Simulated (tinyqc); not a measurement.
CISD on RHF in the sto-3g basis, for HF, spin multiplicity 1, step by step (part 2 of 2). Computed by tinyqc, a small Python program that keeps every step (integrals from PySCF). Command: `OMP_NUM_THREADS=1 python tinyqc.py 27334 27335 out.jsonl` (the two numbers bound the seeds that draw the settings). One thread of a shared host (Intel(R) Xeon(R) Processor @ 2.60GHz), about 0.2 s of CPU time with the checks.

Geometry (angstrom):
```
atom         x         y         z
F     0.000000  0.000000  0.000000
H     0.000000  0.000000  0.949000
```

## CISD: determinants and Hamiltonian

one-electron integrals over orbitals h = C^T H C (hartree):
$$\begin{pmatrix}
-40.564418 & 0.704087 & -0.212234 & 0.000000 & 0.000000 & -0.221884 \\
0.704087 & -9.147116 & 0.559621 & 0.000000 & 0.000000 & 1.172928 \\
-0.212234 & 0.559621 & -7.575872 & 0.000000 & 0.000000 & 1.882675 \\
0.000000 & 0.000000 & 0.000000 & -8.718612 & 0.000000 & 0.000000 \\
0.000000 & 0.000000 & 0.000000 & 0.000000 & -8.718612 & 0.000000 \\
-0.221884 & 1.172928 & 1.882675 & 0.000000 & 0.000000 & -6.113419
\end{pmatrix}$$

Two-electron integrals over orbitals (pq|rs), unique and non-zero (hartree):
```
(11|11) 5.362525    (21|11) -0.505282   (21|21) 0.075316    (22|11) 1.201100
(22|21) -0.019858   (22|22) 0.857179    (31|11) 0.158903    (31|21) -0.021770
(31|22) 0.013061    (31|31) 0.022921    (32|11) -0.144294   (32|21) 0.008534
(32|22) -0.020590   (32|31) 0.020949    (32|32) 0.156776    (33|11) 0.999095
(33|21) -0.010998   (33|22) 0.752447    (33|31) -0.005370   (33|32) -0.047608
(33|33) 0.763674    (41|41) 0.029602    (42|41) 0.039093    (42|42) 0.181092
(43|41) -0.011319   (43|42) -0.042365   (43|43) 0.047596    (44|11) 1.264007
(44|21) -0.014454   (44|22) 0.878868    (44|31) 0.004618    (44|32) -0.077334
(44|33) 0.752098    (44|44) 0.997514    (51|51) 0.029602    (52|51) 0.039093
(52|52) 0.181092    (53|51) -0.011319   (53|52) -0.042365   (53|53) 0.047596
(54|54) 0.053770    (55|11) 1.264007    (55|21) -0.014454   (55|22) 0.878868
(55|31) 0.004618    (55|32) -0.077334   (55|33) 0.752098    (55|44) 0.889973
(55|55) 0.997514    (61|11) 0.164986    (61|21) -0.026744   (61|22) 0.000325
(61|31) -0.008623   (61|32) -0.025047   (61|33) 0.012242    (61|44) 0.004526
(61|55) 0.004526    (61|61) 0.025609    (62|11) -0.241418   (62|21) 0.005315
(62|22) -0.127741   (62|31) -0.020231   (62|32) -0.047024   (62|33) -0.037282
(62|44) -0.126005   (62|55) -0.126005   (62|61) 0.015819    (62|62) 0.096802
(63|11) -0.358712   (63|21) 0.006278    (63|22) -0.168035   (63|31) 0.002221
(63|32) 0.094339    (63|33) -0.122877   (63|44) -0.197919   (63|55) -0.197919
(63|61) -0.006392   (63|62) 0.056320    (63|63) 0.178359    (64|41) -0.010599
(64|42) -0.041913   (64|43) -0.014862   (64|64) 0.031458    (65|51) -0.010599
(65|52) -0.041913   (65|53) -0.014862   (65|65) 0.031458    (66|11) 0.885635
(66|21) -0.008982   (66|22) 0.680732    (66|31) 0.015736    (66|32) 0.070091
(66|33) 0.669125    (66|44) 0.650597    (66|55) 0.650597    (66|61) -0.009657
(66|62) -0.066603   (66|63) -0.014805   (66|66) 0.712832
```

nuclear repulsion = 5.01854046 hartree

Hartree-Fock energy = -98.57279257 hartree

Slater-Condon rules over spin orbitals, with the nuclear repulsion added and E(HF) subtracted on the diagonal. Only determinants linked to the reference directly or through others are kept (one block of an abelian symmetry group), so some states are absent.

Occupation strings over the orbitals (2 doubly, a alpha, b beta, 0 empty; spin orbitals ordered 1a 1b 2a 2b ...): 222220 22a22b 2a222b a2222b 22b22a 2b222a b2222a 222202 222022 220222 2ab222 a2b222 2ba222 202222 ab2222 b2a222 ba2222 022222

H - E(HF) between determinants (hartree):
```
           222220     22a22b     2a222b     a2222b     22b22a     2b222a     b2222a     222202
222220   0.000000   0.000000   0.000000   0.000000   0.000000   0.000000   0.000000   0.031458
22a22b   0.000000   0.681110  -0.013771  -0.022129  -0.178359  -0.056320   0.006392   0.014862
2a222b   0.000000  -0.013771   1.473983   0.024801  -0.056320  -0.096802  -0.015819   0.041913
a2222b   0.000000  -0.022129   0.024801  25.639156   0.006392  -0.015819  -0.025609   0.010599
22b22a   0.000000  -0.178359  -0.056320   0.006392   0.681110  -0.013771  -0.022129  -0.014862
2b222a   0.000000  -0.056320  -0.096802  -0.015819  -0.013771   1.473983   0.024801  -0.041913
b2222a   0.000000   0.006392  -0.015819  -0.025609  -0.022129   0.024801  25.639156  -0.010599
222202   0.031458   0.014862   0.041913   0.010599  -0.014862  -0.041913  -0.010599   1.289940
222022   0.031458   0.014862   0.041913   0.010599  -0.014862  -0.041913  -0.010599   0.053770
220222   0.178359   0.108071  -0.094339  -0.002221  -0.108071   0.094339   0.002221   0.047596
2ab222  -0.056320   0.094339  -0.153230   0.006278  -0.029321   0.047024   0.020231   0.042365
a2b222   0.006392   0.002221   0.006278  -0.343907  -0.021899   0.025047   0.008623   0.011319
2ba222   0.056320  -0.029321   0.047024   0.020231   0.094339  -0.153230   0.006278  -0.042365
202222   0.096802   0.047024   0.061138  -0.005315  -0.047024  -0.061138   0.005315   0.181092
ab2222  -0.015819  -0.020231   0.005315  -0.174815   0.025047  -0.009981   0.026744  -0.039093
b2a222  -0.006392  -0.021899   0.025047   0.008623   0.002221   0.006278  -0.343907  -0.011319
ba2222   0.015819   0.025047  -0.009981   0.026744  -0.020231   0.005315  -0.174815   0.039093
022222   0.025609   0.008623   0.026744  -0.174642  -0.008623  -0.026744   0.174642   0.029602

           222022     220222     2ab222     a2b222     2ba222     202222     ab2222     b2a222
222220   0.031458   0.178359  -0.056320   0.006392   0.056320   0.096802  -0.015819  -0.006392
22a22b   0.014862   0.108071   0.094339   0.002221  -0.029321   0.047024  -0.020231  -0.021899
2a222b   0.041913  -0.094339  -0.153230   0.006278   0.047024   0.061138   0.005315   0.025047
a2222b   0.010599  -0.002221   0.006278  -0.343907   0.020231  -0.005315  -0.174815   0.008623
22b22a  -0.014862  -0.108071  -0.029321  -0.021899   0.094339  -0.047024   0.025047   0.002221
2b222a  -0.041913   0.094339   0.047024   0.025047  -0.153230  -0.061138  -0.009981   0.006278
b2222a  -0.010599   0.002221   0.020231   0.008623   0.006278   0.005315   0.026744  -0.343907
222202   0.053770   0.047596   0.042365   0.011319  -0.042365   0.181092  -0.039093  -0.011319
222022   1.289940   0.047596   0.042365   0.011319  -0.042365   0.181092  -0.039093  -0.011319
220222   0.047596   1.500476   0.131469   0.043235  -0.131469   0.156776  -0.020949  -0.043235
2ab222   0.042365   0.131469   2.270515   0.022785  -0.156776   0.104452   0.008534  -0.020949
a2b222   0.011319   0.043235   0.022785  26.477433  -0.020949  -0.008534  -0.228155  -0.022921
2ba222  -0.042365  -0.131469  -0.156776  -0.020949   2.270515  -0.104452   0.024804   0.022785
202222   0.181092   0.156776   0.104452  -0.008534  -0.104452   3.156512  -0.013925   0.008534
ab2222  -0.039093  -0.020949   0.008534  -0.228155   0.024804  -0.013925  27.460704   0.021770
b2a222  -0.011319  -0.043235  -0.020949  -0.022921   0.022785   0.008534   0.021770  26.477433
ba2222   0.039093   0.020949   0.024804   0.021770   0.008534   0.013925  -0.075316  -0.228155
022222   0.029602   0.022921   0.021770  -0.121038  -0.021770   0.075316   0.471499   0.121038

           ba2222     022222
222220   0.015819   0.025609
22a22b   0.025047   0.008623
2a222b  -0.009981   0.026744
a2222b   0.026744  -0.174642
22b22a  -0.020231  -0.008623
2b222a   0.005315  -0.026744
b2222a  -0.174815   0.174642
222202   0.039093   0.029602
222022   0.039093   0.029602
220222   0.020949   0.022921
2ab222   0.024804   0.021770
a2b222   0.021770  -0.121038
2ba222   0.008534  -0.021770
202222   0.013925   0.075316
ab2222  -0.075316   0.471499
b2a222  -0.228155   0.121038
ba2222  27.460704  -0.471499
022222  -0.471499  55.582399
```

## CISD: roots

Diagonalise (each vector has its largest component positive (the first on a tie)); all determinants have Ms = 0, so triplets appear too. The lowest singlet root is the correlation energy.

lowest roots of this matrix, relative to E(HF) (hartree): [-0.028369, 0.495166, 0.813276, 1.236170, 1.257938, 1.366298, 1.463736, 1.602665]

lowest vectors, order 222220, 22a22b, 2a222b, a2222b, 22b22a, 2b222a, b2222a, 222202, 222022, 220222, 2ab222, a2b222, 2ba222, 202222, ab2222, b2a222, ba2222, 022222:
$$\begin{pmatrix}
0.991208 & 0.000000 & -0.039480 & 0.000000 \\
0.012318 & 0.704681 & 0.685208 & 0.000000 \\
-0.001752 & 0.052986 & -0.076786 & 0.000000 \\
0.000031 & 0.000455 & 0.000868 & 0.000000 \\
-0.012318 & 0.704681 & -0.685208 & 0.000000 \\
0.001752 & 0.052986 & 0.076786 & 0.000000 \\
-0.000031 & 0.000455 & -0.000868 & 0.000000 \\
-0.017330 & 0.000000 & 0.003771 & 0.707107 \\
-0.017330 & 0.000000 & 0.003771 & -0.707107 \\
-0.119134 & 0.000000 & -0.208044 & 0.000000 \\
0.029999 & -0.024837 & -0.046347 & 0.000000 \\
-0.000097 & 0.000477 & -0.000244 & 0.000000 \\
-0.029999 & -0.024837 & 0.046347 & 0.000000 \\
-0.024543 & 0.000000 & -0.004381 & 0.000000 \\
0.000462 & -0.000080 & 0.001003 & 0.000000 \\
0.000097 & 0.000477 & 0.000244 & 0.000000 \\
-0.000462 & -0.000080 & -0.001003 & 0.000000 \\
-0.000389 & 0.000000 & -0.000009 & 0.000000
\end{pmatrix}$$

<S^2> of these roots: [0.000000, 2.000000, 0.000000, 0.000000, 0.000000, 2.000000, 0.000000, 0.000000]

weight of the ground state by excitation level 0, 1, 2, ...: [0.982494, 0.000310, 0.017196]

With one virtual orbital singles and doubles already span the full space.

## The lowest root by the Davidson method

Start from the reference; add the residual divided by (theta - H_ii), orthogonalised, at each step.

Davidson iterations:
```
iteration  subspace  lowest Ritz value (hartree)  residual norm
1                 1                            0       2.25e-01
2                 2                  -0.02763774       3.90e-02
3                 3                  -0.02836053       4.20e-03
4                 4                  -0.02836890       4.85e-04
5                 5                  -0.02836905       2.54e-05
6                 6                  -0.02836905       1.68e-06
7                 7                  -0.02836905       1.23e-07
8                 8                  -0.02836905       3.06e-09
```
